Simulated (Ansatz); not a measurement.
```yaml
crystal:
  periodic: [false, false, false]
  atoms:
    - {symbol: Xx, position_ang: [0.868348, 0.242983, 0.504737]}
    - {symbol: N, position_ang: [0.148935, -0.482541, 0.029911]}
    - {symbol: F, position_ang: [-1.017293, 0.239567, -0.534657]}
basis:
  gaussian: {orbitals: "6-31G*", fitting: {mean_field: cc-pVTZ-jkfit}, point_charges: [{charge: -1.00, position_ang: [4.402, 0.810, 0.446]}]}
hamiltonian: {xc: {name: PBE0-DH}}
```

```sh
$ ansatz run in.yaml --threads 2 --pin off --events-out ev --progress --plain --max-ram 32768MiB --backend cpu
```

It prints (some lines left out):

```
Error: YAML parse error: error: line 4 column 16: `Xx` is not an element symbol (H … Og, case-exact)
 --> <input>:4:16
2 |   periodic: [false, false, false]
3 |   atoms:
4 |     - {symbol: Xx, position_ang: [0.868348, 0.242983, 0.504737]}
5 |     - {symbol: N, position_ang: [0.148935, -0.482541, 0.029911]}
6 |     - {symbol: F, position_ang: [-1.017293, 0.239567, -0.534657]}
```

Q: Something in this input is off. What?

A: An element symbol is wrong. The input was rejected before any iteration.
